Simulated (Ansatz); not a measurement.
# CCl3: the cost of one run

Computed with Ansatz 0.2.0 (DFT PBE0, Gaussian basis def2-TZVPP, and further levels as typed in the inputs, unless a step's input says otherwise).

## Step 1: The system as given

Bond lengths: C1–Cl2 1.650 Å, C1–Cl3 1.650 Å, C1–Cl4 1.650 Å. Angles: Cl2–C1–Cl3 120.0°, Cl2–C1–Cl4 120.0°, Cl3–C1–Cl4 120.0°.

Coordinates:

```xyz
4

C     0.0000    0.0000    0.0000
Cl    1.6500    0.0000    0.0000
Cl   -0.8250    1.4289    0.0000
Cl   -0.8250   -1.4289    0.0000
```

## Step 2: Relaxing the atoms: CCl3, charge +1

input.yaml reads:

```yaml
relax:
  f_tol: 0.001
  max_steps: 200
crystal:
  periodic: [false, false, false]
  atoms:
    - { symbol: C, position_ang: [0.0, 0.0, 0.0] }
    - { symbol: Cl, position_ang: [1.65, 0.0, 0.0] }
    - { symbol: Cl, position_ang: [-0.825, 1.428942, 0.0] }
    - { symbol: Cl, position_ang: [-0.825, -1.428942, 0.0] }
total_charge: 1
basis:
  gaussian: { orbitals: def2-TZVPP }
hamiltonian:
  xc: pbe0
```

Command:

```bash
$ ansatz run input.yaml --threads 6 --pin off --max-ram 10240MiB --backend cpu --events-out ev --progress --plain --runs-dir out
```

What time and memory should one allow on 6 threads of Intel Xeon at 2.50GHz (Skylake/Cascade Lake), shared host?

About 60 s, with a peak of 0.41 GiB.
